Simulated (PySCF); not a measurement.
# SiH3+: electronic excitations at several levels of theory

How much do the electronic excitations of SiH3+ (`[SiH3+]`) depend on the level of theory, and what does each level cost?

The runs use PySCF 2.14.0, with density-fitted response routines of our own; the level of theory stands in each step. All values are computed, except where a source is named. Atoms count from 0, in the outputs and in this text.

## 1. Starting geometry

4 atoms, charge 1, multiplicity 1; geometry from: GFN2-xTB.

Bonds of the start (Å): Si0–H1 1.46, Si0–H2 1.46, Si0–H3 1.46.

## 2. Geometry optimisation at PBE0-D3(BJ)/def2-SVP

The job: settings as JSON, then the geometry in Å.

```
{"job": {"xc": "PBE0", "basis": "def2-SVP", "d3": "d3bj", "grid": 1, "kind": "geom"}, "charge": 1, "multiplicity": 1}
Si     0.005140     0.002300    -0.011210
H     -0.141260     1.459330    -0.013490
H     -1.181030    -0.852510     0.069790
H      1.337610    -0.599580    -0.090790
```

What it wrote:

```text
step   0  E = -290.70557910  max force = 0.005605
step   1  E = -290.70580770  max force = 0.000579
step   2  E = -290.70581008  max force = 0.000187
optimisation converged
```

Wall time 1 s (1 thread, shared host).

Along the way:

```
step  energy from step 0 (eV)  largest force component (eV/Å)
   0                   0.0000                          0.2882
   1                  -0.0062                          0.0298
   2                  -0.0063                          0.0096
```

Close pairs (by a distance rule), those that changed most:

| bond | before (Å) | after (Å) | change (Å) |
| --- | --- | --- | --- |
| Si0–H3 | 1.464 | 1.479 | +0.015 |
| Si0–H2 | 1.464 | 1.479 | +0.015 |
| Si0–H1 | 1.464 | 1.479 | +0.015 |

The end geometry stands in the next job.

```csv
at the end point,value
point group (found at 0.08 Å tolerance),D3h
"rotational constants (GHz, main isotopes)","152.8, 152.8, 76.418"
```

## 3. TDDFT and polarisability: PBE0/aug-cc-pVDZ

The job: settings as JSON, then the geometry in Å.

```
{"job": {"kind": "uv", "xc": "PBE0", "basis": "aug-cc-pVDZ"}, "charge": 1, "multiplicity": 1}
Si     0.005164     0.002377    -0.010448
H     -0.143097     1.473886    -0.014127
H     -1.192630    -0.861371     0.070854
H      1.351023    -0.605352    -0.091980
```

With the program's defaults for keys left out, this is: TDDFT PBE0/aug-cc-pVDZ, vertical, gas phase, core orbitals frozen in the response.

What it wrote:

```text
coarse grid: 3488 points
cycle   1  E = -290.7694224900  dE =  1.234e-01  |g| = 2.192e-01  |ddm| = 3.323e+00
cycle   2  E = -290.7877274825  dE = -1.830e-02  |g| = 1.049e-01  |ddm| = 1.616e+00
cycle   3  E = -290.7916688105  dE = -3.941e-03  |g| = 4.362e-03  |ddm| = 5.135e-01
cycle   4  E = -290.7916739329  dE = -5.122e-06  |g| = 2.538e-04  |ddm| = 2.846e-02
final grid: 28048 points
cycle   5  E = -290.7968823769  dE = -5.940e-07  |g| = 1.055e-04  |ddm| = 1.347e-02
cycle   6  E = -290.7968823819  dE = -4.970e-09  |g| = 1.599e-05  |ddm| = 5.747e-04
cycle   7  E = -290.7968823820  dE = -1.086e-10  |g| = 5.559e-06  |ddm| = 1.131e-04
converged SCF energy = -290.7968823820

Static polarisability (au): isotropic 20.757, principal 16.791 22.739 22.740

Singlet excitations
state   eV       nm        f      main configurations
  1   5.5340    224.0   0.00000   H->L 1.00
  2   5.5342    224.0   0.00000   H-1->L 1.00
  3  10.4143    119.1   0.07234   H->L+1 0.83, H->L+3 0.08, H-1->L+2 0.08
  4  10.4147    119.0   0.07239   H-1->L+1 0.83, H->L+2 0.08, H-1->L+3 0.08
  5  10.7114    115.7   0.00000   H-1->L+2 0.50, H->L+3 0.50
  6  11.3300    109.4   0.00074   H->L+2 0.49, H-1->L+3 0.49
  7  11.3527    109.2   0.12219   H-2->L 0.89
  8  12.1556    102.0   0.85320   H->L+4 0.42, H->L+3 0.23, H-1->L+2 0.23
  9  12.1558    102.0   0.85371   H-1->L+4 0.42, H-1->L+3 0.23, H->L+2 0.23
 10  12.8311     96.6   0.37880   H->L+4 0.47, H->L+3 0.11, H-1->L+2 0.11

Triplet excitations (Tamm-Dancoff, eV): 4.7903 4.7905 8.5993 8.5994
```

Run time: 0.7 s. Hardware: 1 thread, shared host.

Frontier orbitals and where they lie:

| orbital | eV | atoms |
| --- | --- | --- |
| HOMO−3 | -109.13 | Si0 99 % |
| HOMO−2 | -22.66 | Si0 45 %, H1 18 %, H3 18 % |
| HOMO−1 | -17.65 | Si0 48 %, H2 33 %, H3 11 % |
| HOMO | -17.65 | Si0 48 %, H1 27 %, H3 24 % |
| LUMO | -10.26 | Si0 81 %, H3 6 %, H1 6 % |
| LUMO+1 | -6.08 | Si0 42 %, H2 19 %, H3 19 % |
| LUMO+2 | -5.06 | Si0 62 %, H2 15 %, H3 12 % |

With each of the 10 states as a Gaussian band of 0.4 eV half-width at 1/e, the curve within the window shown has maxima at 119 nm (ε 5,900), 102 nm (ε 70,000) L/(mol cm). Beyond the last state computed it falls off for lack of states. The curve at chosen wavelengths:

nm, ε (L/mol/cm) and a bar:
```
      100      52590 ##############################
      106      20895 ############
      112       3465 ##
      118       5611 ###
      124       1989 #
      130         48 
      136          0 
      142          0 
      148          0 
      154          0 
      160          0 
      166          0 
      172          0 
      179          0 
      185          0 
      191          0 
      197          0 
      203          0 
      209          0 
      215          0 
      221          0 
      227          0 
      233          0 
      239          0 
      245          0 
      251          0
```

Further results of this job:

```csv
property,computed
polarisability (Å³),3.08
HOMO–LUMO gap (eV),7.39
−ε(HOMO) (eV),17.65
```

## 4. Excited states and response: PBE0/aug-cc-pVTZ

The job: settings as JSON, then the geometry in Å.

```
{"job": {"kind": "uv", "xc": "PBE0", "basis": "aug-cc-pVTZ"}, "charge": 1, "multiplicity": 1}
Si     0.005164     0.002377    -0.010448
H     -0.143097     1.473886    -0.014127
H     -1.192630    -0.861371     0.070854
H      1.351023    -0.605352    -0.091980
```

With the program's defaults for keys left out, this is: TDDFT PBE0/aug-cc-pVTZ, vertical, gas phase, core orbitals frozen in the response.

What it wrote:

```text
coarse grid: 3488 points
cycle   1  E = -290.7832384237  dE =  1.095e-01  |g| = 2.401e-01  |ddm| = 3.281e+00
cycle   2  E = -290.8006015784  dE = -1.736e-02  |g| = 1.463e-01  |ddm| = 9.963e-01
cycle   3  E = -290.8053117274  dE = -4.710e-03  |g| = 8.902e-03  |ddm| = 3.043e-01
cycle   4  E = -290.8053285776  dE = -1.685e-05  |g| = 1.260e-03  |ddm| = 3.829e-02
cycle   5  E = -290.8053291832  dE = -6.056e-07  |g| = 9.854e-05  |ddm| = 5.006e-03
final grid: 28048 points
cycle   6  E = -290.8104580873  dE = -4.423e-06  |g| = 8.851e-04  |ddm| = 3.016e-02
cycle   7  E = -290.8104581642  dE = -7.692e-08  |g| = 4.467e-04  |ddm| = 1.986e-03
cycle   8  E = -290.8104581895  dE = -2.522e-08  |g| = 1.317e-05  |ddm| = 6.493e-04
cycle   9  E = -290.8104581895  dE = -6.094e-11  |g| = 2.632e-06  |ddm| = 5.374e-05
converged SCF energy = -290.8104581895

Static polarisability (au): isotropic 20.723, principal 16.753 22.707 22.708

Singlet excitations
state   eV       nm        f      main configurations
  1   5.5588    223.0   0.00000   H->L 1.00
  2   5.5590    223.0   0.00000   H-1->L 1.00
  3  10.3272    120.1   0.06571   H->L+1 0.82
  4  10.3276    120.1   0.06574   H-1->L+1 0.82
  5  10.5868    117.1   0.00000   H-1->L+2 0.50, H->L+3 0.50
  6  11.1932    110.8   0.00004   H-1->L+3 0.49, H->L+2 0.49
  7  11.2789    109.9   0.11300   H-2->L 0.88
  8  12.0978    102.5   0.92428   H-1->L+3 0.23, H->L+2 0.23, H-1->L+4 0.20
  9  12.0978    102.5   0.92416   H->L+3 0.23, H-1->L+2 0.23, H->L+4 0.20
 10  12.7438     97.3   0.29367   H->L+4 0.45, H-1->L+4 0.17, H-1->L+3 0.10

Triplet excitations (Tamm-Dancoff, eV): 4.8106 4.8108 8.5311 8.5313
```

Run time: 1.5 s. Hardware: 1 thread, shared host.

This run: HOMO -17.66 eV, LUMO -10.23 eV; lowest singlet 5.56 eV.

## 5. Ultraviolet spectrum: PBE0/def2-TZVPD

The job: settings as JSON, then the geometry in Å.

```
{"job": {"kind": "uv", "xc": "PBE0", "basis": "def2-TZVPD"}, "charge": 1, "multiplicity": 1}
Si     0.005164     0.002377    -0.010448
H     -0.143097     1.473886    -0.014127
H     -1.192630    -0.861371     0.070854
H      1.351023    -0.605352    -0.091980
```

Method: TDDFT PBE0/def2-TZVPD, vertical, gas phase, core orbitals frozen in the response.

What it wrote:

```text
coarse grid: 3488 points
cycle   1  E = -290.7857406735  dE =  1.060e-01  |g| = 2.437e-01  |ddm| = 1.252e+00
cycle   2  E = -290.8029612077  dE = -1.722e-02  |g| = 1.556e-01  |ddm| = 4.939e-01
cycle   3  E = -290.8076390800  dE = -4.678e-03  |g| = 1.049e-02  |ddm| = 1.958e-01
cycle   4  E = -290.8076639745  dE = -2.489e-05  |g| = 1.504e-03  |ddm| = 1.917e-02
cycle   5  E = -290.8076647800  dE = -8.055e-07  |g| = 9.590e-05  |ddm| = 2.187e-03
final grid: 28048 points
cycle   6  E = -290.8073478951  dE = -2.389e-06  |g| = 1.007e-03  |ddm| = 5.130e-03
cycle   7  E = -290.8073479688  dE = -7.371e-08  |g| = 5.595e-04  |ddm| = 9.635e-04
cycle   8  E = -290.8073479969  dE = -2.814e-08  |g| = 7.861e-06  |ddm| = 4.387e-04
cycle   9  E = -290.8073479970  dE = -2.933e-11  |g| = 1.801e-06  |ddm| = 2.129e-05
converged SCF energy = -290.8073479970

Static polarisability (au): isotropic 20.600, principal 16.624 22.587 22.588

Singlet excitations
state   eV       nm        f      main configurations
  1   5.5644    222.8   0.00000   H->L 1.00
  2   5.5646    222.8   0.00000   H-1->L 1.00
  3  10.2728    120.7   0.06172   H->L+1 0.81
  4  10.2731    120.7   0.06176   H-1->L+1 0.81
  5  10.5190    117.9   0.00000   H-1->L+2 0.50, H->L+3 0.50
  6  11.1187    111.5   0.00001   H-1->L+3 0.49, H->L+2 0.49
  7  11.2515    110.2   0.10911   H-2->L 0.88
  8  12.0848    102.6   0.98104   H-1->L+3 0.24, H->L+2 0.24, H-1->L+4 0.20
  9  12.0848    102.6   0.98094   H->L+3 0.24, H-1->L+2 0.24, H->L+4 0.20
 10  12.7138     97.5   0.24340   H->L+4 0.62, H->L+3 0.08, H-1->L+2 0.08

Triplet excitations (Tamm-Dancoff, eV): 4.8234 4.8235 8.4921 8.4923
```

It took 0.9 s on 1 thread, shared host.

Key values: HOMO -17.66 eV, LUMO -10.22 eV; lowest singlet 5.56 eV.

## 6. TDDFT and polarisability: PBE0/6-31+G*

The job: settings as JSON, then the geometry in Å.

```
{"job": {"kind": "uv", "xc": "PBE0", "basis": "6-31+G*"}, "charge": 1, "multiplicity": 1}
Si     0.005164     0.002377    -0.010448
H     -0.143097     1.473886    -0.014127
H     -1.192630    -0.861371     0.070854
H      1.351023    -0.605352    -0.091980
```

Method: TDDFT PBE0/6-31+G*, vertical, gas phase, core orbitals frozen in the response.

What it wrote:

```text
coarse grid: 3488 points
cycle   1  E = -290.7717546703  dE =  1.130e-01  |g| = 2.148e-01  |ddm| = 1.484e+00
cycle   2  E = -290.7898879120  dE = -1.813e-02  |g| = 9.984e-02  |ddm| = 5.694e-01
cycle   3  E = -290.7937214824  dE = -3.834e-03  |g| = 3.560e-03  |ddm| = 1.845e-01
cycle   4  E = -290.7937255924  dE = -4.110e-06  |g| = 1.818e-04  |ddm| = 5.093e-03
final grid: 28048 points
cycle   5  E = -290.7782780557  dE = -1.034e-06  |g| = 2.912e-04  |ddm| = 2.486e-03
cycle   6  E = -290.7782780904  dE = -3.469e-08  |g| = 1.495e-04  |ddm| = 8.552e-04
cycle   7  E = -290.7782780985  dE = -8.043e-09  |g| = 5.031e-06  |ddm| = 2.446e-04
cycle   8  E = -290.7782780985  dE = -1.091e-11  |g| = 3.053e-07  |ddm| = 8.848e-06
converged SCF energy = -290.7782780985

Static polarisability (au): isotropic 17.359, principal 10.300 20.887 20.889

Singlet excitations
state   eV       nm        f      main configurations
  1   5.6103    221.0   0.00000   H->L 0.99
  2   5.6105    221.0   0.00000   H-1->L 0.99
  3  10.7001    115.9   0.11042   H->L+1 0.85
  4  10.7005    115.9   0.11047   H-1->L+1 0.85
  5  11.2339    110.4   0.00000   H-1->L+2 0.50, H->L+3 0.50
  6  11.6662    106.3   0.41476   H-2->L 0.99
  7  12.0017    103.3   0.00005   H->L+2 0.48, H-1->L+3 0.48
  8  12.5652     98.7   0.52014   H->L+4 0.55, H-1->L+4 0.10, H-1->L+3 0.08
  9  12.5654     98.7   0.52021   H-1->L+4 0.55, H->L+4 0.10, H->L+3 0.08
 10  13.5357     91.6   0.83125   H-1->L+4 0.32, H-1->L+3 0.24, H->L+2 0.24

Triplet excitations (Tamm-Dancoff, eV): 4.9216 4.9217 8.7234 8.7236
```

It took 0.5 s on 1 thread, shared host.

This run: HOMO -17.74 eV, LUMO -10.25 eV; lowest singlet 5.61 eV.

## 7. Run by run: electronic excitations

Excitations and ground-state properties, with basis size and wall time:

```
             run  lowest singlet (eV)  brightest (eV)      f  gap (eV)  α (Å³)  functions   time
PBE0/aug-cc-pVDZ                 5.53           12.16  0.854      7.39    3.08         54  0.7 s
PBE0/aug-cc-pVTZ                 5.56           12.10  0.924      7.43    3.07        119  1.5 s
 PBE0/def2-TZVPD                 5.56           12.08  0.981      7.44    3.05         70  0.9 s
    PBE0/6-31+G*                 5.61           13.54  0.831      7.48    2.57         28  0.5 s
```

## 8. Results

```
                                quantity                         value
                             point group                           D3h
    rotational constants (main isotopes)     152.84, 152.83, 76.42 GHz
       lowest singlet (PBE0/aug-cc-pVDZ)   5.53 eV (224 nm), f = 0.000
brightest single state of those computed  state 9, 12.16 eV, f = 0.854
                          lowest triplet                       4.79 eV
             range of the lowest singlet               5.53 to 5.61 eV
```

What this shows: Single values in the summary come from the first run of each kind that ended normally (PBE0/aug-cc-pVDZ), which need not be the best level. Relaxing lowered the energy by 0.006 eV in 2 steps; the close pair that moved most is Si0–H3, from 1.464 to 1.479 Å. The lowest singlet, at 5.53 eV, is HOMO→LUMO 1.00 and is dark; of the 10 states computed, the strongest absorption comes from states 8 to 9 together at 12.16 eV. The lowest triplet lies 0.74 eV below the lowest singlet (triplets in Tamm-Dancoff, singlets in full TDDFT). The lowest singlet runs from 5.53 eV (PBE0/aug-cc-pVDZ) to 5.61 eV (PBE0/6-31+G*), while the orbital gap spans 7.39 to 7.48 eV. The lowest state need not be the same one in every run.
